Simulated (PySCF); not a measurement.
# Highest orbital energy against ionisation energy along the third row

Calculated with PySCF 2.14, no spin-orbit coupling. Each cell gives −ε(HOMO) / ΔSCF in eV; NIST values include spin-orbit coupling, (s) semi-empirical, (t) theoretical.

```json
{"species": "Mg (dyall-av2z, non-relativistic)", "UHF": "6.886 / 6.607", "LDA": "4.775 / 7.724", "PBE": "4.701 / 7.616", "PBE0": "5.427 / 7.546", "r2SCAN": "4.808 / 7.369", "NIST (lowest levels)": "7.646"}
{"species": "Al (dyall-av2z, non-relativistic)", "UHF": "5.915 / 5.590", "LDA": "3.012 / 6.022", "PBE": "3.092 / 6.063", "PBE0": "3.904 / 6.081", "r2SCAN": "3.353 / 6.160", "NIST (lowest levels)": "5.986"}
{"species": "Si (dyall-av2z, non-relativistic)", "UHF": "8.192 / 7.649", "LDA": "4.586 / 8.242", "PBE": "4.614 / 8.199", "PBE0": "5.636 / 8.221", "r2SCAN": "4.938 / 8.332", "NIST (lowest levels)": "8.152"}
{"species": "P (dyall-av2z, non-relativistic)", "UHF": "10.682 / 9.944", "LDA": "6.324 / 10.607", "PBE": "6.310 / 10.506", "PBE0": "7.551 / 10.548", "r2SCAN": "6.735 / 10.664", "NIST (lowest levels)": "10.487"}
{"species": "S (dyall-av2z, non-relativistic)", "UHF": "10.212 / 9.217", "LDA": "6.138 / 10.579", "PBE": "6.104 / 10.415", "PBE0": "7.363 / 10.391", "r2SCAN": "6.367 / 10.373", "NIST (lowest levels)": "10.360"}
{"species": "Cl (dyall-av2z, non-relativistic)", "UHF": "13.047 / 11.823", "LDA": "8.206 / 13.250", "PBE": "8.115 / 13.007", "PBE0": "9.586 / 12.995", "r2SCAN": "8.456 / 13.063", "NIST (lowest levels)": "12.968"}
{"species": "Ar (dyall-av2z, non-relativistic)", "UHF": "16.116 / 14.677", "LDA": "10.436 / 16.074", "PBE": "10.308 / 15.788", "PBE0": "12.007 / 15.805", "r2SCAN": "10.763 / 15.874", "NIST (lowest levels)": "15.760"}
```

Problem. How far is −ε(HOMO) from ΔSCF on average for each method, and why?

Solution. UHF 0.79 eV; LDA -4.15 eV; PBE -4.05 eV; PBE0 -2.87 eV; r2SCAN -3.77 eV. Hartree-Fock orbital energies lack relaxation and so exceed the ΔSCF value; semilocal functionals have convex E(N) from self-interaction, so their HOMO lies far too high; exact exchange moves hybrids part of the way back.
